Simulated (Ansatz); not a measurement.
Input for Ansatz (development build ahead of 0.2.0):

```yaml
crystal:
  periodic: [false, false, false]
  atoms:
    - { symbol: "N", position_ang: [-0.00954, 0.41845, -0.3381] }
    - { symbol: H, position_ang: [0.0353, 1.32009, 0.20007] }
    - { symbol: O, position_ang: [0.04475, -0.53823, 0.28696] }
basis:
  gaussian: { orbitals: def2-TZVP }
hamiltonian:
  xc: hf
output:
  forces: true
```

The input is written out in the form of the current development build from the run's settings.

Output:

```
Converged                       : yes
Total energy                    : -129.84306 hartree
Spin squared of the determinant : 0.000
Stability test                  : minimum among restricted orbitals
```

Forces (eV/Å):
| atom | Fx | Fy | Fz |
| --- | --- | --- | --- |
| N1 | -0.188 | 1.946 | -2.183 |
| H2 | 0.045 | -0.930 | 0.513 |
| O3 | 0.143 | -1.016 | 1.670 |
